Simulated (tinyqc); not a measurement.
Worked calculation (part 2 of 2): RHF in the sto-6g basis, for H2O, spin multiplicity 1. Computed by tinyqc, a small Python program that keeps every step (integrals from PySCF). Command: `OMP_NUM_THREADS=1 python tinyqc.py 26033 26034 out.jsonl` (the two numbers bound the seeds that draw the settings). One thread of a shared host (Intel(R) Xeon(R) Processor @ 2.60GHz), about 0.1 s of CPU time with the checks.

Geometry (angstrom):
```
atom         x          y         z
O     0.000000   0.000000  0.000000
H     0.000000   0.677000  0.604000
H     0.000000  -0.749000  0.669000
```

## Iteration 2: diagonalisation and new density

extrapolated F (hartree), order 1O 1s, 1O 2s, 1O 2px, 1O 2py, 1O 2pz, 2H 1s, 3H 1s:
$$\begin{pmatrix}
-20.513067 & -4.908483 & 0.000000 & -0.003158 & -0.022531 & -1.330437 & -1.066443 \\
-4.908483 & -2.174499 & 0.000000 & -0.017990 & -0.166596 & -0.979199 & -0.832494 \\
0.000000 & 0.000000 & -0.303317 & 0.000000 & 0.000000 & 0.000000 & 0.000000 \\
-0.003158 & -0.017990 & 0.000000 & -0.431168 & -0.009810 & -0.308452 & 0.274559 \\
-0.022531 & -0.166596 & 0.000000 & -0.009810 & -0.374201 & -0.331762 & -0.299992 \\
-1.330437 & -0.979199 & 0.000000 & -0.308452 & -0.331762 & -0.513992 & -0.382597 \\
-1.066443 & -0.832494 & 0.000000 & 0.274559 & -0.299992 & -0.382597 & -0.395657
\end{pmatrix}$$

X, order 1O 1s, 1O 2s, 1O 2px, 1O 2py, 1O 2pz, 2H 1s, 3H 1s:
$$\begin{pmatrix}
1.022817 & -0.138660 & 0.000000 & -0.001299 & -0.010170 & 0.020788 & 0.018583 \\
-0.138660 & 1.250469 & 0.000000 & 0.024876 & 0.122875 & -0.335910 & -0.258244 \\
0.000000 & 0.000000 & 1.000000 & 0.000000 & 0.000000 & 0.000000 & 0.000000 \\
-0.001299 & 0.024876 & 0.000000 & 1.104223 & 0.011206 & -0.240371 & 0.207554 \\
-0.010170 & 0.122875 & 0.000000 & 0.011206 & 1.065803 & -0.176057 & -0.143546 \\
0.020788 & -0.335910 & 0.000000 & -0.240371 & -0.176057 & 1.252513 & -0.105034 \\
0.018583 & -0.258244 & 0.000000 & 0.207554 & -0.143546 & -0.105034 & 1.184469
\end{pmatrix}$$

D after iteration 1, order 1O 1s, 1O 2s, 1O 2px, 1O 2py, 1O 2pz, 2H 1s, 3H 1s:
$$\begin{pmatrix}
0.652119 & -0.259913 & 0.000000 & 0.013698 & 0.092987 & 0.065864 & 0.058879 \\
-0.259913 & 1.518134 & 0.000000 & 0.004649 & -0.232804 & -0.875028 & -0.632139 \\
0.000000 & 0.000000 & 2.000000 & 0.000000 & 0.000000 & 0.000000 & 0.000000 \\
0.013698 & 0.004649 & 0.000000 & 2.485773 & -0.002358 & -0.855159 & 0.749670 \\
0.092987 & -0.232804 & 0.000000 & -0.002358 & 1.916199 & -0.462005 & -0.365190 \\
0.065864 & -0.875028 & 0.000000 & -0.855159 & -0.462005 & 2.426503 & -0.325490 \\
0.058879 & -0.632139 & 0.000000 & 0.749670 & -0.365190 & -0.325490 & 2.127513
\end{pmatrix}$$

overlap S, order 1O 1s, 1O 2s, 1O 2px, 1O 2py, 1O 2pz, 2H 1s, 3H 1s:
$$\begin{pmatrix}
1.000000 & 0.231145 & 0.000000 & 0.000000 & 0.000000 & 0.062136 & 0.049755 \\
0.231145 & 1.000000 & 0.000000 & 0.000000 & 0.000000 & 0.510022 & 0.446497 \\
0.000000 & 0.000000 & 1.000000 & 0.000000 & 0.000000 & 0.000000 & 0.000000 \\
0.000000 & 0.000000 & 0.000000 & 1.000000 & 0.000000 & 0.305527 & -0.280383 \\
0.000000 & 0.000000 & 0.000000 & 0.000000 & 1.000000 & 0.272583 & 0.250435 \\
0.062136 & 0.510022 & 0.000000 & 0.305527 & 0.272583 & 1.000000 & 0.284722 \\
0.049755 & 0.446497 & 0.000000 & -0.280383 & 0.250435 & 0.284722 & 1.000000
\end{pmatrix}$$

Diagonalise F' = X^T F X, C = X C', fill 5 alpha and 5 beta electrons from the bottom; D = 2 C_occ C_occ^T; the new density keeps 0.7 of the old one (damping). Each column has its largest component positive (the first on a tie).

F' = X^T F X (hartree):
$$\begin{pmatrix}
-20.196994 & -2.451913 & 0.000000 & -0.000659 & -0.026312 & -0.272675 & -0.189786 \\
-2.451913 & -1.092676 & 0.000000 & 0.016177 & 0.016553 & -0.483630 & -0.382153 \\
0.000000 & 0.000000 & -0.303317 & 0.000000 & 0.000000 & 0.000000 & 0.000000 \\
-0.000659 & 0.016177 & 0.000000 & -0.243878 & 0.008680 & -0.349178 & 0.308079 \\
-0.026312 & 0.016553 & 0.000000 & 0.008680 & -0.254173 & -0.278460 & -0.231757 \\
-0.272675 & -0.483630 & 0.000000 & -0.349178 & -0.278460 & 0.079934 & -0.119798 \\
-0.189786 & -0.382153 & 0.000000 & 0.308079 & -0.231757 & -0.119798 & 0.048285
\end{pmatrix}$$

orbital energies (hartree): MO1 -20.514797, MO2 -1.123256, MO3 -0.540472, MO4 -0.384871, MO5 -0.303317, MO6 0.381834, MO7 0.522058

coefficients C, order 1O 1s, 1O 2s, 1O 2px, 1O 2py, 1O 2pz, 2H 1s, 3H 1s:
$$\begin{pmatrix}
0.997567 & -0.221621 & 0.011777 & 0.093073 & 0.000000 & 0.094421 & 0.065509 \\
0.011594 & 0.864286 & -0.067200 & -0.493425 & 0.000000 & -0.702781 & -0.537709 \\
0.000000 & 0.000000 & 0.000000 & 0.000000 & 1.000000 & 0.000000 & 0.000000 \\
0.000417 & 0.023429 & 0.758757 & -0.030462 & 0.000000 & 0.426820 & -0.749365 \\
0.002504 & 0.193060 & 0.018671 & 0.819111 & 0.000000 & -0.582642 & -0.393476 \\
-0.002891 & 0.135236 & 0.316031 & 0.198971 & 0.000000 & 0.239865 & 1.251625 \\
-0.002235 & 0.103260 & -0.314005 & 0.216136 & 0.000000 & 1.129176 & -0.337194
\end{pmatrix}$$

D after iteration 2, order 1O 1s, 1O 2s, 1O 2px, 1O 2py, 1O 2pz, 2H 1s, 3H 1s:
$$\begin{pmatrix}
1.088318 & -0.317955 & 0.000000 & 0.010383 & 0.086792 & 0.039736 & 0.035998 \\
-0.317955 & 1.659759 & 0.000000 & -0.006168 & -0.306084 & -0.614059 & -0.440293 \\
0.000000 & 0.000000 & 2.000000 & 0.000000 & 0.000000 & 0.000000 & 0.000000 \\
0.010383 & -0.006168 & 0.000000 & 2.086355 & -0.005408 & -0.456473 & 0.379317 \\
0.086792 & -0.306084 & 0.000000 & -0.005408 & 1.766481 & -0.206415 & -0.140969 \\
0.039736 & -0.614059 & 0.000000 & -0.456473 & -0.206415 & 1.793209 & -0.253199 \\
0.035998 & -0.440293 & 0.000000 & 0.379317 & -0.140969 & -0.253199 & 1.582848
\end{pmatrix}$$

## Convergence

Stop when the energy changes by less than 1e-10 hartree and every element of the error matrix X^T (F D S - S D F) X is below 3e-06.

Course of the cycle:
```
iteration   E (hartree)     change  largest element of the error matrix
1          -27.82346115          -                             4.29e-01
2          -42.88388243  -1.51e+01                             3.11e-01
3          -52.91963323  -1.00e+01                             2.71e-01
4          -59.69205895  -6.77e+00                             2.43e-01
5          -64.51315545  -4.82e+00                             2.07e-01
6          -67.84737551  -3.33e+00                             1.81e-01
7          -70.16477308  -2.32e+00                             1.88e-01
8          -71.81465810  -1.65e+00                             1.68e-01
9          -72.97826267  -1.16e+00                             1.25e-01
10         -73.78960469  -8.11e-01                             8.93e-02
11         -74.35575845  -5.66e-01                             6.30e-02
12         -74.75121995  -3.95e-01                             4.48e-02
13         -75.02765912  -2.76e-01                             3.18e-02
14         -75.22098652  -1.93e-01                             2.24e-02
...                 ...        ...                                  ...
49         -75.67145544  -7.31e-07                             8.59e-08
50         -75.67145595  -5.11e-07                             6.02e-08
51         -75.67145631  -3.58e-07                             4.21e-08
52         -75.67145656  -2.51e-07                             2.95e-08
53         -75.67145674  -1.75e-07                             2.06e-08
54         -75.67145686  -1.23e-07                             1.44e-08
55         -75.67145695  -8.60e-08                             1.01e-08
56         -75.67145701  -6.02e-08                             7.08e-09
57         -75.67145705  -4.21e-08                             4.95e-09
58         -75.67145708  -2.95e-08                             3.47e-09
59         -75.67145710  -2.06e-08                             2.43e-09
60         -75.67145711  -1.44e-08                             1.70e-09
61         -75.67145713  -1.01e-08                             1.19e-09
62         -75.67145713  -7.08e-09                             8.33e-10
```

PySCF RHF in the same basis = -75.67145715 hartree

Not converged within the cap of 62 iterations: the residual falls steadily but slowly, by a factor of about 0.70 a step. Reruns (cap 100 unless said): DIIS 8: converged in 16; damping 0.5: converged in 40; level shift 0.5: converged in 20; atomic densities as start, DIIS 8: converged in 8; the original settings with a cap of 400: converged in 74.
